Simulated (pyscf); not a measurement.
PySCF, gas phase, ωB97X-D3(BJ)/def2-SVP geometries.

Question: PBE/def2-TZVP puts the barrier of H₃Si–Br + H• -> •H₂Si–Br + H₂ (hydrogen abstraction; doublet surface; H–Si broken, H–H formed) at -0.3 kJ/mol and the reaction energy at -65.1 kJ/mol, from the separated reactants. What do PBE0-D3(BJ)/def2-TZVP, M06-2X/def2-TZVP, ωB97M-D3(BJ)/def2-TZVP give on the same structures?

Answer: PBE0-D3(BJ): ΔE‡ = 7.1 kJ/mol, ΔE = -56.8 kJ/mol; M06-2X: ΔE‡ = 22.8 kJ/mol, ΔE = -63.9 kJ/mol; ωB97M-D3(BJ): ΔE‡ = 19.8 kJ/mol, ΔE = -51.5 kJ/mol. PBE's barrier lies under all of them, by 7.4 to 23.0 kJ/mol. Its reaction energy lies under all of them, by 1.2 to 13.6 kJ/mol. One saddle was located; it need not be the lowest between these sides. The angle at the transferred H is 179°. Elements up to Kr have no core potential and no relativistic terms here.
